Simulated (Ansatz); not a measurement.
Two shapes of singlet C2H2.

Shape 1:

```xyz
4

C    -0.0140   -0.0452   -0.6204
C    -0.0192   -0.0432    0.6205
H    -0.0291   -0.0316   -1.6538
H     0.0289    0.0338    1.7020
```

Shape 2:

```xyz
4

C     0.0000    0.0000   -0.6526
C     0.0000    0.0000    0.6526
H     0.0000    0.0000   -1.8136
H     0.0000    0.0000    1.8136
```

Basis set: cc-pVTZ (spherical functions). Correlated methods keep 2 orbitals frozen. Charge 0, multiplicity 1.

Computed with Ansatz (development build ahead of 0.2.0); each method stands on the lowest determinant of its kind that the runs found.

**Question.** Which shape is lower in energy, and by how much in each method?

**Answer.**

| method | E(2) − E(1) (eV) |
| --- | --- |
| RHF | 0.935 |
| RHF-MP2 | 0.608 |

Shape 1 is lower.
